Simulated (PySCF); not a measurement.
# The bond of LiAl, level by level

The task here is to estimate one member of a computed series from the others.

Program: PySCF 2.14.0. Level of theory: Li def2-SVPD, Al def2-SVPD, no relativity. These are calculated values, not measurements.

Set-up of the first run:

Settings of the job:

```json
{
 "atoms": "Li, Al",
 "charge": "0",
 "basis": "Li def2-SVPD, Al def2-SVPD",
 "Hamiltonian": "no relativity",
 "basis functions": "36",
 "electrons treated": "16",
 "masses in u": "7.0160, 26.9815",
 "levels": "PBE0, PBE, r²SCAN, r²SCANh, BLYP, TPSSh, ωB97X, HF, MP2, SCS-MP2, CCSD, CCSD(T)",
 "grid": "80 radial by 434 angular points",
 "occupations": "held fixed by the projection of orbital angular momentum",
 "dissociation limit": "Li + Al, each in its ground configuration",
 "starting distance in angstrom": "2.480",
 "values of 2S to try": "0, 2"
}
```

Among the steps run: Set-up; First curve: PBE0; Higher solutions at PBE0; PBE (GGA); r²SCAN (meta-GGA); r²SCANh (hybrid meta-GGA); BLYP; TPSSh (hybrid meta-GGA); ωB97X; RHF (mean field); MP2 and coupled cluster.

One of the session's tables, all rows but one given; the rest of the session is left out.

It belongs to the step «The curves together». Energy (eV) from each level's lowest point:

| R (Å) | RHF | RHF-MP2 | RHF-SCS-MP2 | RHF-CCSD | RHF-CCSD(T) |
| --- | --- | --- | --- | --- | --- |
| 2.521 | 0.266 | 0.243 | 0.243 | n/a | n/a |
| 2.638 | 0.130 | 0.117 | 0.118 | 0.104 | 0.103 |
| 2.755 | ? | ? | ? | ? | ? |
| 2.843 | 0.015 | 0.013 | 0.013 | 0.011 | 0.011 |
| 2.931 | 0.000 | 0.000 | 0.000 | 0.000 | 0.000 |
| 3.019 | 0.001 | 0.002 | 0.001 | 0.002 | 0.002 |
| 3.136 | 0.022 | 0.022 | 0.020 | 0.021 | 0.019 |
| 3.283 | 0.072 | 0.069 | 0.065 | 0.063 | 0.060 |
| 3.459 | 0.158 | 0.148 | 0.142 | 0.133 | 0.127 |
| 3.693 | 0.301 | 0.278 | 0.268 | n/a | n/a |

Q: Estimate the row for R (Å) = 2.755 from the others.

Worked estimate for «RHF». A straight line through the neighbours (2.638, 0.130) and (2.843, 0.015) gives 0.130 + (0.015 − 0.130) × (2.755 − 2.638) / (2.843 − 2.638) = 0.064; a parabola fitted to 4 rows on both sides gives 0.047.

The run gave: RHF: 0.048; RHF-MP2: 0.043; RHF-SCS-MP2: 0.044; RHF-CCSD: 0.037; RHF-CCSD(T): 0.037. In «RHF» the line misses by +0.016 and the parabola by -0.001.

State 2 has its PBE0 minimum 0.02 eV higher. The other levels ran on the lowest alone.
